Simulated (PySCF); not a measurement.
# CH−: bond curves at several levels of theory

An exercise on one series of results from a longer session: the logs are not shown, and one member is left open.

The runs use PySCF 2.14.0; H aug-cc-pVDZ-DK, C aug-cc-pVDZ-DK, spin-free X2C with a Gaussian nucleus.

3 further runs of the same task are left out: 3 set aside as unsound or not needed.

Set-up of the first run:

The job is set up so:

```json
{
 "atoms": "H, C",
 "charge": "-1",
 "basis": "H aug-cc-pVDZ-DK, C aug-cc-pVDZ-DK",
 "Hamiltonian": "spin-free X2C with a Gaussian nucleus",
 "basis functions": "32",
 "electrons treated": "8",
 "masses in u": "1.0078, 12.0000",
 "levels": "PBE0, PBE, r²SCAN, M06-2X, TPSSh, BLYP, HF, MP2, SCS-MP2, CCSD, CCSD(T)",
 "grid": "80 radial by 434 angular points",
 "occupations": "held fixed by the projection of orbital angular momentum",
 "dissociation limit": "H + C−, each in its ground configuration",
 "starting distance in angstrom": "1.130",
 "values of 2S to try": "0, 2, 4"
}
```

On the command line:

```console
> OMP_NUM_THREADS=1 python dia.py task.json out
```

Steps of the session up to this table: Input; First curve: PBE0; PBE (GGA); r²SCAN (meta-GGA); M06-2X; TPSSh; BLYP; UHF; Adding correlation.

One table of the session follows, with a row left open; its other results are not shown here.

It belongs to the step «The curves together». Energy (eV) from each level's lowest point:

| R (Å) | UHF | UHF-MP2 | UHF-SCS-MP2 | UHF-CCSD | UHF-CCSD(T) |
| --- | --- | --- | --- | --- | --- |
| 0.990 | 0.377 | 0.431 | 0.434 | n/a | n/a |
| 1.036 | 0.159 | 0.194 | 0.197 | 0.215 | 0.222 |
| 1.082 | 0.041 | 0.060 | 0.062 | 0.073 | 0.078 |
| 1.117 | 0.003 | 0.012 | 0.013 | 0.019 | 0.021 |
| 1.151 | 0.000 | 0.000 | 0.000 | 0.000 | 0.000 |
| 1.185 | 0.024 | 0.017 | 0.016 | 0.009 | 0.007 |
| 1.232 | ? | ? | ? | ? | ? |
| 1.289 | 0.207 | 0.190 | 0.185 | 0.154 | 0.145 |
| 1.358 | 0.382 | 0.370 | 0.361 | 0.309 | 0.295 |
| 1.450 | 0.638 | 0.647 | 0.635 | n/a | n/a |

Q: Estimate the row for R (Å) = 1.232 from the others.

Worked estimate for «UHF». A straight line through the neighbours (1.185, 0.024) and (1.289, 0.207) gives 0.024 + (0.207 − 0.024) × (1.232 − 1.185) / (1.289 − 1.185) = 0.107; a parabola fitted to 4 rows on both sides gives 0.094.

The run gave: UHF: 0.089; UHF-MP2: 0.075; UHF-SCS-MP2: 0.072; UHF-CCSD: 0.056; UHF-CCSD(T): 0.051. In «UHF» the line misses by +0.018 and the parabola by +0.005.
